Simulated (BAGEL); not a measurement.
# HF/cc-pVDZ (density fitting with qzvpp-jkfit) run of C2Cl2F2 (SMILES F/C(Cl)=C(\F)Cl)

Aim: the vertical ionisation energy of C2Cl2F2 at HF/cc-pVDZ (density fitting with qzvpp-jkfit), from 2 runs. 

The results are computed with BAGEL 1.2.2.

### Step 1. Starting point

C2Cl2F2 has 6 atoms, charge 0, and is taken as a singlet. SMILES: `F/C(Cl)=C(\F)Cl`. Geometry: relaxed at PBE0-D4/def2-TZVP.

Bond lengths: F1–C2 1.322 Å, C2–Cl3 1.691 Å, C2–C4 1.330 Å, C4–F5 1.322 Å, C4–Cl6 1.691 Å. Angles: F1–C2–Cl3 114.8°, F1–C2–C4 120.0°, Cl3–C2–C4 125.2°, C2–C4–F5 120.0°, C2–C4–Cl6 125.2°, F5–C4–Cl6 114.8°.

### Step 2. A single-point energy at HF/cc-pVDZ (density fitting with qzvpp-jkfit)

File input.json:

```json
{ "bagel": [

{
  "title": "molecule",
  "basis": "cc-pvdz.json",
  "df_basis": "qzvpp-jkfit",
  "angstrom": true,
  "geometry": [
    { "atom": "F", "xyz": [       0.271900,      -1.736800,      -0.393100 ] },
    { "atom": "C", "xyz": [       0.288700,      -0.567500,       0.224400 ] },
    { "atom": "Cl", "xyz": [       1.120900,      -0.554700,       1.696000 ] },
    { "atom": "C", "xyz": [      -0.320700,       0.481300,      -0.320400 ] },
    { "atom": "F", "xyz": [      -0.944200,       0.355800,      -1.479800 ] },
    { "atom": "Cl", "xyz": [      -0.381600,       2.030800,       0.353200 ] }
  ]
},

{
  "title": "hf"
},

{
  "title": "print",
  "file": "orbitals.molden",
  "orbitals": true
}

]}
```

The basis set cc-pVDZ is read from a file made from the Basis Set Exchange's data (not shown).

Started as:

```console
$ BAGEL_NUM_THREADS=1 BAGEL input.json > input.out
```

Log:

```text
* using 1 threads per process

  ===============================================================
  ===============================================================

  *** Geometry ***

  { "atom" : "F", "xyz" : [      0.513817,     -3.282076,     -0.742851 ] },
  { "atom" : "C", "xyz" : [      0.545564,     -1.072420,      0.424055 ] },
  { "atom" : "Cl", "xyz" : [      2.118194,     -1.048231,      3.204976 ] },
  { "atom" : "C", "xyz" : [     -0.606035,      0.909525,     -0.605468 ] },
  { "atom" : "F", "xyz" : [     -1.784279,      0.672365,     -2.796417 ] },
  { "atom" : "Cl", "xyz" : [     -0.721119,      3.837656,      0.667451 ] },

  Number of auxiliary basis functions:      560

  Since a DF basis is specified, we compute 2- and 3-index integrals:
    o Being stored without compression. Storage requirement is 0.038 GB

  Number of basis functions:       92
  Number of electrons      :       64

    * METHOD: MOLECULE                             0.29

  *** RHF ***

  === Nuclear Repulsion ===
   354.4312993321

      * DIIS with orbital gradients will be used.

  === RHF iteration (cc-pvdz.json) ===
      0      -1193.38691125          0.01300960           0.12
      1      -1193.49027028          0.00984750           0.11
      2      -1193.56082402          0.00112470           0.11
      3      -1193.56268156          0.00021764           0.11
      4      -1193.56275485          0.00007606           0.11
      5      -1193.56276644          0.00002355           0.11
      6      -1193.56276735          0.00000685           0.11
      7      -1193.56276741          0.00000128           0.10
      8      -1193.56276742          0.00000033           0.11
      9      -1193.56276742          0.00000018           0.11
     10      -1193.56276742          0.00000004           0.11
     11      -1193.56276742          0.00000001           0.11
     12      -1193.56276742          0.00000000           0.11
    * SCF iteration converged.

    * Permanent dipole moment:
           (   -0.123094,    -0.248889,    -0.341591) a.u.

    * METHOD: HF                                   1.61

    * METHOD: PRINT                                0.01

  ===============================================================
```

It took 2 s on 1 thread of Arm Neoverse V2, shared host; peak memory 0.15 GiB.

### Step 3. The doublet cation

Edit input.json of step 2 so:

```diff
@@ -6,3 +6,3 @@
   "df_basis": "qzvpp-jkfit",
-  "angstrom": true,
+  "angstrom": "true",
   "geometry": [
@@ -17,11 +17,5 @@
 
-{
-  "title": "hf"
-},
+{ "title": "uhf", "charge": 1, "nopen": 1 },
 
-{
-  "title": "print",
-  "file": "orbitals.molden",
-  "orbitals": true
-}
+{ "title": "print", "file": "orbitals.molden", "orbitals": "true" }
```

The basis set cc-pVDZ is read from a file made from the Basis Set Exchange's data (not shown).

Started as:

```console
$ BAGEL_NUM_THREADS=1 BAGEL input.json > input.out
```

Log:

```text
* using 1 threads per process

  ===============================================================
  ===============================================================

  *** Geometry ***

  { "atom" : "F", "xyz" : [      0.513817,     -3.282076,     -0.742851 ] },
  { "atom" : "C", "xyz" : [      0.545564,     -1.072420,      0.424055 ] },
  { "atom" : "Cl", "xyz" : [      2.118194,     -1.048231,      3.204976 ] },
  { "atom" : "C", "xyz" : [     -0.606035,      0.909525,     -0.605468 ] },
  { "atom" : "F", "xyz" : [     -1.784279,      0.672365,     -2.796417 ] },
  { "atom" : "Cl", "xyz" : [     -0.721119,      3.837656,      0.667451 ] },

  Number of auxiliary basis functions:      560

  Since a DF basis is specified, we compute 2- and 3-index integrals:
    o Being stored without compression. Storage requirement is 0.038 GB

  Number of basis functions:       92
  Number of electrons      :       64

    * METHOD: MOLECULE                             0.28

  *** Open-shell HF ***

  === Nuclear Repulsion ===
   354.4312993321

      * DIIS with orbital gradients will be used.

  === UHF iteration (cc-pvdz.json) ===
      0      -1192.94922114          0.03602357           0.21
      1      -1193.05851213          0.03125863           0.21
      2      -1193.13052027          0.02318957           0.21
      3      -1193.22575694          0.00110635           0.21
      4      -1193.22652335          0.00034359           0.21
      5      -1193.22664130          0.00016447           0.21
      6      -1193.22668449          0.00007306           0.22
      7      -1193.22669626          0.00003692           0.22
      8      -1193.22669959          0.00001695           0.22
      9      -1193.22670070          0.00000935           0.23
     10      -1193.22670094          0.00000326           0.22
     11      -1193.22670098          0.00000105           0.21
     12      -1193.22670099          0.00000045           0.22
     13      -1193.22670099          0.00000018           0.23
     14      -1193.22670099          0.00000007           0.23
     15      -1193.22670099          0.00000003           0.23
     16      -1193.22670099          0.00000002           0.22
     17      -1193.22670099          0.00000001           0.21
    * SCF iteration converged.

    * S^2 (UHF) is 0.7576

    * Permanent dipole moment:
           (   -0.153872,    -0.310757,    -0.426295) a.u.

    * METHOD: UHF                                  4.11

    * METHOD: PRINT                                0.01

  ===============================================================
```

Run time: 4.8 s. Hardware: 1 thread of Arm Neoverse V2, shared host; peak memory 0.15 GiB.

### Step 4. Summary of results

At HF/cc-pVDZ (density fitting with qzvpp-jkfit):

| quantity | value |
| --- | --- |
| singlet C2Cl2F2: total energy | -1193.56277 Eh |
| singlet C2Cl2F2: dipole moment | 1.12 D |
| singlet C2Cl2F2: HOMO energy | -10.21 eV |
| singlet C2Cl2F2: LUMO energy | 3.99 eV |
| singlet C2Cl2F2: HOMO–LUMO gap | 14.20 eV |
| doublet cation: total energy | -1193.22670 Eh |
| doublet cation: ⟨S²⟩ | 0.758 |
| vertical ionisation energy (to the doublet cation) | 9.145 eV |

In words: The vertical ionisation energy comes to 9.14 eV (882 kJ/mol). The negative HOMO energy of the first species, 10.21 eV, lies 1.07 eV above that difference.
